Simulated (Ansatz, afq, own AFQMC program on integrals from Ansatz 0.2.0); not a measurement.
## Where AFQMC and coupled cluster stand for H3, doublet

```yaml
atoms:
  - { symbol: H, position_ang: [0.0000, 0.0000, -0.9337] }
  - { symbol: H, position_ang: [0.0000, 0.0000, -0.0187] }
  - { symbol: H, position_ang: [0.0000, 0.0000, 0.9523] }
```

Basis cc-pVTZ. Only valence electrons are correlated. Ansatz 0.2.0 and our own AFQMC program on the same integrals; the CISD trial comes from CCSD amplitudes, and released means the phaseless constraint is let go. Uncertainties: one standard error, sampling alone.

Determinant: UHF, the one that the program's search chose, which needn't be the lowest solution. The geometry is a point of a scan.

Full CI on the same integrals is exact in this basis and with this determinant's frozen core.

The T1 diagnostic is 0.0217, the weight of the determinant in the CISD state is 0.967 and the ⟨S²⟩ of the determinant is 0.788. The size of the correlated space is 3 electrons in 42 orbitals.

Reference: full CI, correlation energy -1.398 eV. The released energy is read at 2.40 1/Eh (meV from the phaseless value at times in 1/Eh: -0.20 ± 0.13 at 0.24, -0.12 ± 0.15 at 0.51, -0.28 ± 0.15 at 0.99, -0.43 ± 0.12 at 1.62, -0.45 ± 0.12 at 2.40).

```json
{"level": "HF", "E − E(reference) (mEh)": "51.38", "share of correlation (%)": "0.00"}
{"level": "MP2", "E − E(reference) (mEh)": "13.12", "share of correlation (%)": "74.46"}
{"level": "CCSD", "E − E(reference) (mEh)": "0.57", "share of correlation (%)": "98.90"}
{"level": "CCSD(T)", "E − E(reference) (mEh)": "0.12", "share of correlation (%)": "99.77"}
{"level": "ph-AFQMC/CISD", "E − E(reference) (mEh)": "0.03 ± 0.007", "share of correlation (%)": "99.95"}
{"level": "released AFQMC", "E − E(reference) (mEh)": "0.01 ± 0.004", "share of correlation (%)": "99.98"}
```

A walk keeps the symmetry of its determinant, which the program's search chose and which needn't be the lowest solution, so a lower state of the same spin and another symmetry isn't excluded. Released energies are given only where the last usable release times agree within the noise; a slower fall can still hide under it.
